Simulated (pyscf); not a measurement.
O=CH–OH (SMILES O=CO) + SiH₄ (SMILES [SiH4]) → O=CH–O–SiH₃ (SMILES O=CO[SiH3]) + H₂ (SMILES [H][H]), a four-centre exchange (singlet surface; H–O, H–Si broken, O–Si, H–H formed). Single points on ωB97X-D3(BJ)/def2-SVP structures (PySCF, gas phase). Energies in kJ/mol from the separated reactants.

Small-basis levels: PySCF, no dispersion term, spherical d functions. AM1 to PM7: differences of heats of formation from MOPAC, which are fitted to 298 K values and so differ in kind from electronic energies by zero-point and thermal terms. Cost: rough CPU time at the saddle relative to B3LYP/6-31G*, from one job on a shared machine.

| level | barrier | reaction energy | cost |
|---|---|---|---|
| HF/STO-3G | 347.4 | -36.1 | 0.04 |
| SVWN5/6-31G* | 139.9 | -55.7 | 1 |
| BP86/6-31G* | 186.7 | -51.8 | 1 |
| PBE/6-31G* | 180.0 | -51.6 | 2 |
| B3LYP/STO-3G | 209.2 | -61.8 | 0.6 |
| M06-2X/6-31G* | 204.1 | -69.3 | 2 |
| PBE/def2-SVP | 167.3 | -34.0 | 2 |
| B3LYP/def2-SVP | 197.4 | -37.5 | 1 |
| AM1 | 231.6 | -46.6 | under 0.02 |
| ωB97M-D3(BJ)/def2-TZVP | 195.4 | -54.8 | – |

Against the last row the barrier runs from -55.4 (SVWN5/6-31G*) to +152.0 kJ/mol (HF/STO-3G). ωB97M-D3(BJ)/def2-TZVP has limits of its own. The same reactants have a lower exit, to HO–CH₂–O–SiH₃ (barrier +167.9 kJ/mol at ωB97M-D3(BJ)/def2-TZVP, against +195.4 kJ/mol here). Another saddle between the same species, by other bonds, lies lower (126.0 kJ/mol against 195.4 kJ/mol at ωB97M-D3(BJ)/def2-TZVP).
